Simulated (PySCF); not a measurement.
# AlH at RHF

Computed with RHF; Al STO-3G, H STO-3G; no relativity (PySCF 2.14).

| Item | Value |
| --- | --- |
| state | ¹Σ⁺ (singlet), closed shell |
| bond length | 1.556 Å |
| harmonic wavenumber | 2402 cm⁻¹ |
| force constant | 3.30 mdyn/Å |
| rotational constant Be | 7.169 cm⁻¹ |
| anharmonicity ωexe | 17.2 cm⁻¹ |
| vibration–rotation constant αe | 0.0924 cm⁻¹ |
| well depth De to Al + H | 4.73 eV |
| dissociation energy D0 | 4.58 eV |
| HOMO–LUMO gap | 13.65 eV |
| bond order (Mayer) | 0.84 |
| dipole moment (positive dipole means Al(−)H(+)) | -0.90 D |

Where the molecule has an RHF reference, its open-shell atoms are computed with UHF. STO-3G is very small, so such numbers show the basis as much as the molecule. Hartree–Fock leaves out correlation, which carries a large part of most bond energies and some tenths to 1 eV of ionisation energies.
